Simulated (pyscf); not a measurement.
Four-centre exchange: `[SH2]` + `[CH3][Al]([CH3])[CH3]` → `[CH3][Al]([CH3])[SH]` + `[CH4]`

Gas phase, singlet surface, charge 0. Bonds broken: S1–H2, C4–Al5. Bonds formed: S1–Al5, H2–C4. Structures and frequencies: ωB97X-D3(BJ)/def2-SVP in PySCF.

Transition state (Å):

```xyz
16

S     -0.6744    -1.4048     1.9338
H     -1.6063    -0.5637     0.9907
H     -0.6217    -2.4287     1.0589
C     -2.1638     0.4212    -0.0875
Al    -0.1031     0.2927     0.2869
C      0.4961     1.8595     1.2908
C      0.8076    -0.5677    -1.2169
H     -1.9399     1.2335    -0.8097
H     -2.8704     0.8598     0.6350
H     -2.6806    -0.3603    -0.6670
H     -0.1668     2.0811     2.1445
H      1.5129     1.7150     1.6944
H      0.5242     2.7639     0.6578
H      0.2550    -1.4447    -1.5955
H      0.9312     0.1266    -2.0667
H      1.8177    -0.9115    -0.9345
```

One imaginary mode, 1117i cm⁻¹; descent along it reached the two sides named, in the forms told below.

| bond | change | reactant side (Å) | saddle | product side |
|---|---|---|---|---|
| S1–H2 | breaks | 1.348 | 1.570 | 3.0 |
| C4–Al5 | breaks | 1.978 | 2.098 | 3.0 |
| S1–Al5 | forms | 2.591 | 2.433 | 2.201 |
| H2–C4 | forms | 3.4 | 1.563 | 1.103 |

Electronic energies relative to the separated reactants (kcal/mol):

```csv
level,barrier,reaction energy,reverse barrier
ωB97X-D3(BJ)/def2-TZVP,1.9,-33.7,35.6
PBE/def2-TZVP,0.0,-31.8,31.8
r²SCAN/def2-TZVP,-0.8,-33.0,32.1
B3LYP-D3(BJ)/def2-TZVP,3.5,-32.3,35.8
PBE0-D3(BJ)/def2-TZVP,-0.4,-32.5,32.1
M06-2X/def2-TZVP,4.0,-32.1,36.2
ωB97M-D3(BJ)/def2-TZVP,5.3,-31.4,36.6
HF/def2-TZVP,23.4,-33.2,56.6
```

With ωB97M-D3(BJ)/def2-TZVP energies and thermal terms (ideal gas, 1 atm, RRHO with modes under 100 cm⁻¹ raised to 100, one conformer, R ln 2 for chiral ones without a mode under 150 cm⁻¹), in kcal/mol:

```
T (K)  ΔH‡   ΔG‡     ΔH     ΔG
-----  ---  ----  -----  -----
298    5.0  16.6  -29.0  -27.5
600    5.3  28.2  -29.4  -25.8
900    6.0  39.5  -29.7  -23.9
1200   6.7  50.5  -30.0  -21.9
```

On the reactant side the descent ends in an adduct with a Al–S contact, 14.2 kcal/mol under the separated species and 16.1 kcal/mol under the saddle at ωB97X-D3(BJ)/def2-TZVP. At r²SCAN, PBE0-D3(BJ) the saddle lies under the separated reactants, which points to a path from their complex (located at ωB97X-D3(BJ) alone). What is counted as formed (Al–S) is already present as a longer contact in the reactant adduct; forming that adduct is a step of its own. This is the saddle that the search found; another between the same sides may lie lower.
